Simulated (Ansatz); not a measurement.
# [HO2]− (hydroperoxide(1-)): revPBE/def2-TZVPPD

Aim: the vertical ionisation energy of [HO2]− (hydroperoxide(1-)) at revPBE/def2-TZVPPD, from 2 runs. 

The results are computed with Ansatz 0.2.0.

2 further runs of the same task are left out: 2 set aside as unsound or not needed.

**1. The system as given**

The species is [HO2]− (3 atoms), meant as a singlet with charge -1. As SMILES, `[O-]O`. The coordinates come from a PBE0-D4/def2-TZVPD relaxation.

Bond lengths: O1–O2 1.479 Å, O2–H3 0.961 Å. Angles: O1–O2–H3 100.1°.

**2. A single-point energy at revPBE/def2-TZVPPD**

in.yaml reads:

```yaml
crystal:
  periodic: [false, false, false]
  atoms:
    - symbol: O
      position_ang: [-0.357760, 1.025590, -0.080830]
    - symbol: O
      position_ang: [-0.242260, -0.445880, -0.180750]
    - symbol: H
      position_ang: [0.600030, -0.579720, 0.261570]
basis:
  gaussian:
    orbitals: def2-TZVPPD.json
total_charge: -1
hamiltonian:
  xc: {name: revPBE}
accuracy: high
output: {orbitals: {seedname: orbitals}}
```

The basis set def2-TZVPPD is read from a file made from the Basis Set Exchange's data (not shown).

Started as:

```
$ ansatz run in.yaml --threads 1 --pin off --max-ram 3480MiB --events-out events.jsonl --progress --plain --runs-dir runs
```

The program printed:

```text
Warning: RAYON_NUM_THREADS=1 ignored (pool sized by the plan → 1); use --threads N
Functional definition: revPBE
  name "revPBE"
  parameter kappa = 1.245
  parameter beta = 0.06672455060314922
  exchange = pbe_x(kappa = kappa, mu = beta*pi^2/3)
  correlation = pbe_c(beta = beta)
1485 factors; integrals over basis functions are off by at most 3.9e-9 eV
mean field evaluation 1: about -4106.2386 eV, gradient 3.3e1 eV
mean field evaluation 2: about -4101.7372 eV, gradient 6.1e1 eV
mean field evaluation 4: about -4108.0211 eV, gradient 9.3e0 eV
mean field evaluation 8: about -4108.1708 eV, gradient 2.2e-2 eV
mean field evaluation 16: about -4108.1708 eV, gradient 7.7e-7 eV
mean field evaluation 32: about -4107.0926 eV, gradient 1.6e1 eV
mean field -4108.17082866 eV, -150.9724933350 hartree, gradient 6.2e-8 eV, S^2 0.000000; 3 other end points of the search recorded, 0 dependent functions left out
reference -4108.17083182 eV, -150.9724934513 hartree; 9, 9 occupied and 88, 88 virtual orbitals, 1485 factors
Total energy: -4108.17083182 eV, -150.9724934513 hartree
```

Wall time 3.9 s (1 thread of Arm Neoverse V2, shared host); peak memory 0.18 GiB.

**3. Doublet neutral HO2 at the same level**

in.yaml reads:

```yaml
crystal:
  periodic: [false, false, false]
  atoms:
    - {symbol: O, position_ang: [-0.357760, 1.025590, -0.080830]}
    - {symbol: O, position_ang: [-0.242260, -0.445880, -0.180750]}
    - {symbol: H, position_ang: [0.600030, -0.579720, 0.261570]}
basis:
  gaussian:
    orbitals: def2-TZVPPD.json
magnetization:
  spin_polarized: true
  initial_magnetization: 1
output: {orbitals: {seedname: orbitals}}
accuracy: high
hamiltonian:
  xc: {name: revPBE}
```

The basis set def2-TZVPPD is read from a file made from the Basis Set Exchange's data (not shown).

Started as:

```
$ ansatz run in.yaml --threads 1 --pin off --max-ram 3480MiB --events-out events.jsonl --progress --plain --runs-dir runs
```

The program printed (excerpt; [...] marks lines left out):

```text
Warning: RAYON_NUM_THREADS=1 ignored (pool sized by the plan → 1); use --threads N
[... 6 set-up lines as earlier in the session ...]
1485 factors; integrals over basis functions are off by at most 3.9e-9 eV
mean field evaluation 1: about -4105.4597 eV, gradient 2.2e1 eV
mean field evaluation 2: about -4101.9323 eV, gradient 3.8e1 eV
mean field evaluation 4: about -4107.0696 eV, gradient 2.0e0 eV
mean field evaluation 8: about -4107.0835 eV, gradient 4.9e-2 eV
mean field evaluation 16: about -4107.0836 eV, gradient 4.3e-6 eV
mean field evaluation 32: about -4106.3722 eV, gradient 1.2e0 eV
mean field -4107.08356007 eV, -150.9325369514 hartree, gradient 4.6e-8 eV, S^2 0.752840; 4 other end points of the search recorded, 0 dependent functions left out
reference -4107.08356497 eV, -150.9325371313 hartree; 9, 8 occupied and 88, 89 virtual orbitals, 1485 factors
Total energy: -4107.08356497 eV, -150.9325371313 hartree
```

Wall time 5.7 s (1 thread of Arm Neoverse V2, shared host); peak memory 0.21 GiB.

**4. Summary of results**

At revPBE/def2-TZVPPD:

```
                                                             quantity          value
                                         singlet [HO2]−: total energy  -150.97249 Eh
                                          singlet [HO2]−: HOMO energy        2.93 eV
                                          singlet [HO2]−: LUMO energy        4.24 eV
singlet [HO2]−: HOMO–LUMO gap (to an unbound level, set by the basis)        1.31 eV
                                    doublet neutral HO2: total energy  -150.93254 Eh
              doublet neutral HO2: HOMO energy (highest over α and β)       -6.76 eV
               doublet neutral HO2: LUMO energy (lowest over α and β)       -5.42 eV
                                            doublet neutral HO2: ⟨S²⟩          0.753
                  vertical detachment energy (to the doublet neutral)       1.087 eV
```

The vertical ionisation energy comes to 1.09 eV (25 kcal/mol). −ε(HOMO) before ionisation, -2.93 eV, is 4.02 eV below this ionisation energy. The HOMO (singlet [HO2]−) lies at positive energy, 2.93 eV, as semi-local functionals often give for anions; only total energies tell whether the electron is bound.
